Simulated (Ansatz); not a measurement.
# BH₂+ (singlet): from Hartree-Fock to the top rungs at distance B1–H2 = 1.609 Å, cc-pVQZ

How much of the correlation energy of BH₂+ (singlet) does each wave-function method recover here?

Method: cc-pVQZ, core rule «outside noble gas», up to 1 orbitals frozen; program: Ansatz 0.2.0, Gaussian basis.

To be run: UHF; CCSD(T) on RHF; BCCD(T) on RHF; CCSDT(Q) on RHF; CASSCF and MRCISD+Q, 4 electrons in 6 orbitals; CASSCF and NEVPT2, 4 electrons in 6 orbitals; Full CI.

**1. What is computed**

The geometry derives from a PBE0/def2-TZVP stationary point (not a proven minimum). One bond is set to the value named and the two fragments are kept rigid.

3 atoms, charge 1, spin multiplicity 1.

Atoms are counted from 1 here; the program's logs count them from 0.

Bond lengths: B1–H3 1.179 Å.

In the tables R marks a restricted determinant and U an unrestricted one; 'valence' is the active space of 4 electrons in 6 orbitals; correlation energies count from the lowest restricted Hartree-Fock solution.

**2. UHF**

File in.yaml:

```yaml
crystal:
  periodic: [false, false, false]
  atoms:
    - {symbol: B, position_ang: [0.000000, 0.000000, 0.143273]}
    - {symbol: H, position_ang: [0.000000, 0.000000, -1.465727]}
    - {symbol: H, position_ang: [0.000000, 0.000000, 1.322454]}
basis:
  gaussian: {orbitals: cc-pVQZ}
total_charge: 1
magnetization: {spin_polarized: true, initial_magnetization: 0}
hamiltonian: {xc: hf}
output: {orbitals: {seedname: orbitals}}
```

The run is started by

```sh
ansatz run in.yaml --threads 1 --pin off --events-out ev --progress --plain --max-ram 4096MiB --backend cpu
```

Further steps of the session: CCSD(T) on RHF; BCCD(T) on RHF; CCSDT(Q) on RHF; CASSCF and MRCISD+Q, 4 electrons in 6 orbitals; CASSCF and NEVPT2, 4 electrons in 6 orbitals; Full CI.

Q: Predict the results of all the runs planned. Wanted: correlation energy, FCI; RMP2 from FCI; RCCSD from FCI; RCCSD(T) from FCI; RCCSDT(Q) from FCI; NEVPT2 valence from FCI; MRCISD+Q valence from FCI; T1 diagnostic; effectively unpaired electrons.

As calculated:

| quantity | value |
| --- | --- |
| correlation energy, FCI | -2.6270 eV |
| RMP2 from FCI | +53.6 kJ/mol |
| RCCSD from FCI | +4.8 kJ/mol |
| RCCSD(T) from FCI | +1.1 kJ/mol |
| RCCSDT(Q) from FCI | 0.0 kJ/mol |
| NEVPT2 valence from FCI | +32.9 kJ/mol |
| MRCISD+Q valence from FCI | +3.3 kJ/mol |
| levels of the table within 1 kcal/mol (43 meV) | RCCSD(T), BCCD(T), RCCSDT, RCCSDT(Q), MRCISD+Q valence |
| T1 diagnostic | 0.009 |
| effectively unpaired electrons | 0.04 |

In words: RCCSD(T) misses by +1.1 kJ/mol, 0.4 % of the correlation energy. One determinant dominates. Of the multireference levels listed MRCISD+Q valence comes nearest in total energy (+3.3 kJ/mol), which doesn't show that its space is the better one. These misses are within one basis, not against nature.
